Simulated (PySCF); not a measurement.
# Working out the ionisation energy of Cl

Cl [Ne] 3s2 3p5 (2P) → Cl⁺ [Ne] 3s2 3p4 (3P). Computed with PySCF 2.14 in cc-pVTZ-DK, with the spin-free X2C one-electron Hamiltonian (Gaussian nucleus). Frozen: [Ne]. Energies in hartree (1 hartree = 27.21139 eV):

```json
{"part": "UHF", "Cl (lower)": "-460.894241", "Cl⁺ (upper)": "-460.462207"}
{"part": "CCSD correlation", "Cl (lower)": "-0.180889", "Cl⁺ (upper)": "-0.147763"}
{"part": "(T)", "Cl (lower)": "-0.005518", "Cl⁺ (upper)": "-0.004186"}
```

What does Hartree-Fock give?

(-460.462207) − (-460.894241) = 0.432034 hartree = 11.756 eV.

What do CCSD and CCSD(T) give?

The CCSD correlation energies differ by 0.033126 hartree = 0.901 eV and the triples by 0.001332 hartree = 0.036 eV, so CCSD gives 12.657 eV and CCSD(T) 12.693 eV.

Measured between the centres of the two terms (NIST): 12.974 eV, so CCSD(T) (valence) is off by -0.281 eV.

What remains against the reference includes basis incompleteness, the frozen core and higher excitations.
